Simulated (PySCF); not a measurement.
# Basis-set dependence of SiN at PBE

PySCF, UKS reference; doublet, unpaired electrons σ ↑; De to Si + N without counterpoise correction.

```json
{"basis": "def2-SVP", "relativity": "no relativity", "functions": "32", "Re (Å)": "1.591", "ωe (cm⁻¹)": "1149", "De (eV)": "5.03", "μ (D)": "-2.33"}
{"basis": "cc-pV(D+d)Z/cc-pVDZ", "relativity": "no relativity", "functions": "37", "Re (Å)": "1.587", "ωe (cm⁻¹)": "1132", "De (eV)": "4.98", "μ (D)": "-2.37"}
{"basis": "x2c-TZVPPall", "relativity": "spin-free X2C", "functions": "73", "Re (Å)": "1.579", "ωe (cm⁻¹)": "1148", "De (eV)": "5.14", "μ (D)": "-2.71"}
```

Question: How does each smaller set differ from the one with most functions, x2c-TZVPPall?

Answer: def2-SVP: +1.2 pm, +0.1 % in ωe, -0.11 eV in De; cc-pV(D+d)Z/cc-pVDZ: +0.8 pm, -1.4 % in ωe, -0.16 eV in De. All at PBE; the set with most functions is neither the basis-set limit nor always the best. The rows treat relativity differently, so the differences are not basis effects alone.

A positive dipole means Si(−)N(+). The state was picked by a PBE0 search and need not be the measured ground state.
